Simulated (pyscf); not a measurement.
This saddle point was located with ωB97X-D3(BJ)/def2-SVP in PySCF.

```
Nb
O 1 1.7751
H 2 1.1630 1 77.99
H 3 1.2111 2 135.72 1 0.00
Cl 1 2.2809 2 111.20 3 -73.65
Cl 1 2.2812 2 111.24 3 73.64
Cl 1 2.3064 2 111.85 3 180.00
```

Surface: singlet, charge 0. Lowest wavenumbers (cm⁻¹): 1498i, 76, 103, 138, 193.

Question: What reaction is this the transition state of?

Answer: O=Nb(Cl)(Cl)–Cl + H₂ ⇌ HO–NbH(Cl)(Cl)–Cl, an addition across a multiple bond or ene-type step read from left to right: H–H broken and H–O, H–Nb formed. At ωB97M-D3(BJ)/def2-TZVP it lies +169.1 kJ/mol from the left side and +103.1 kJ/mol from the right (each side as separated species at their lowest minima found). At the saddle there is also a short H–Nb contact that neither side keeps. One saddle was located; it need not be the lowest between these sides. Elements past Kr carry the def2 core potentials, without spin-orbit coupling.
